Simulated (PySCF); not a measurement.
**Level of theory and adiabatic energies of losing or gaining an electron: formic acid**

Structure: `O=CO` (CH2O2).

All levels share the PBE0-D3(BJ)/ma-def2-SVP structures and the PBE0-D3(BJ)/ma-def2-SVP thermal terms; only the single-point energies (PySCF) change. Values are adiabatic energies of losing or gaining an electron (0 K, eV).

Measured (NIST Chemistry WebBook): adiabatic ionisation energy 11.33 eV.

```
                    level  ionisation energy to the radical cation   time
       PBE0-D3(BJ)/6-31G*                                    10.88   10 s
   BHandHLYP/ma-def2-TZVP                                    10.90   28 s
    PBE0-D3(BJ)/def2-TZVP                                    11.02   23 s
  PBE0-D3(BJ)/def2-QZVPPD                                    11.04  110 s
   PBE0-D3(BJ)/def2-TZVPD                                    11.04   35 s
 PBE0-D3(BJ)/ma-def2-TZVP                                    11.05      –
  PBE0-D3(BJ)/aug-cc-pVDZ                                    11.05   22 s
        PBE0-D3(BJ)/6-31G                                    11.06    8 s
  PBE-D3(BJ)/ma-def2-TZVP                                    11.09   44 s
    PBE0-D3(BJ)/6-311+G**                                    11.12   19 s
ωB97X-D3(BJ)/ma-def2-TZVP                                    11.21   35 s
     LC-ωPBE/ma-def2-TZVP                                    11.23   52 s
```

Times are wall times for all single points of a level on 1 thread of Arm Neoverse N1, a shared host; the dash marks the run that also made the structures. LC-ωPBE, PBE ran on a slower path of this set-up, which computes the density-fitting integrals anew in every SCF cycle while the other levels store them. So the times needn't show the usual order of cost, and those levels read slower than they are.

The spread: 0.34 eV, from 10.88 to 11.23.

Differences come from unrounded values, so a last digit can differ from that of the printed terms.
